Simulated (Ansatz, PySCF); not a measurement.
Process, species as SMILES: [CH3] (CH3) → [CH3] (CH3) as singlet, charge +1 + e-
Structures are relaxed separately at B3LYP-D3(BJ)/def2-TZVP in Ansatz (a first-principles code).

Quantity: adiabatic ionisation energy (0 K, with B3LYP-D3(BJ) harmonic zero-point energies from PySCF), in eV. Cores are frozen in the correlated levels unless marked. Open shells are spin-unrestricted. Spin-orbit coupling is left out. Non-relativistic. FCI takes restricted orbitals. Basis-set limits of correlation are two-point, X^-3; Hartree-Fock from the larger set.

```tsv
level	program	adiabatic ionisation energy (eV)
TPSS/def2-TZVPD	PySCF	9.93
TPSS-D4/def2-TZVPD	PySCF + dftd4	9.94
M06-L-D4/def2-TZVPD	PySCF + dftd4	___
B3LYP-D3(BJ)/def2-TZVPD	Ansatz + dftd3	9.94
TPSSh-D3(BJ)/def2-TZVPD	PySCF + dftd3	9.92
TPSSh/def2-TZVPD	PySCF	9.92
MN15-D3(BJ)/def2-TZVPD	PySCF + dftd3	___
HSE06/def2-TZVPD	Ansatz	___
B2GP-PLYP-D4/def2-TZVPD	Ansatz + dftd4	9.78
PBE-QIDH/def2-TZVPD	Ansatz	___
RPA@PBE/cc-pVTZ	Ansatz	9.94
SCS-MP2/def2-SVP	Ansatz	9.44
SCS-MP2/cc-pVTZ	Ansatz	9.57
SCS-MP2/cc-pVQZ	Ansatz	9.62
CCSD(T) with core electrons/cc-pwCVTZ	Ansatz	9.76
CCSDT/cc-pVDZ	Ansatz	9.53
FCI/6-31G	Ansatz	9.33
CCSD(T)/CBS(aug-cc-pVTZ,aug-cc-pVQZ)	Ansatz	9.82
```

### Question
What belongs in the gaps?

### Answer

- M06-L-D4/def2-TZVPD, adiabatic ionisation energy (eV): 9.91
- MN15-D3(BJ)/def2-TZVPD, adiabatic ionisation energy (eV): 9.86
- HSE06/def2-TZVPD, adiabatic ionisation energy (eV): 9.99
- PBE-QIDH/def2-TZVPD, adiabatic ionisation energy (eV): 9.90
